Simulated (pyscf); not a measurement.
Structures and frequencies: ωB97X-D3(BJ)/def2-SVP in PySCF.

Problem. For the elementary gas-phase step `[CH3][Be][CH3]` + `[TeH2]` → `[CH3][Be][TeH]` + `[CH4]` (singlet surface; Be–C, H–Te broken, Be–Te, C–H formed), what barrier and reaction energy does ωB97M-D3(BJ)/def2-TZVP give, measured from the separated reactants?

Solution. ΔE‡ = 13.8 kcal/mol, ΔE = -25.1 kcal/mol. Zero-point energy shifts the barrier by +0.8 kcal/mol. It is a four-centre exchange, with an imaginary mode of 892i cm⁻¹. On the reactant side the descent ends in an adduct with a Be–Te contact (not fully relaxed), 5.5 kcal/mol under the separated species and 16.0 kcal/mol under the saddle at ωB97X-D3(BJ)/def2-TZVP. What is counted as formed (Be–Te) is already present as a longer contact in the reactant adduct; forming that adduct is a step of its own. At the saddle there is also a short Be–H contact that neither side keeps. At ωB97X-D3(BJ)/def2-TZVP the barrier from the zero used here is 10.5 kcal/mol. One saddle was located; it need not be the lowest between these sides. Elements past Kr carry the def2 core potentials, without spin-orbit coupling.
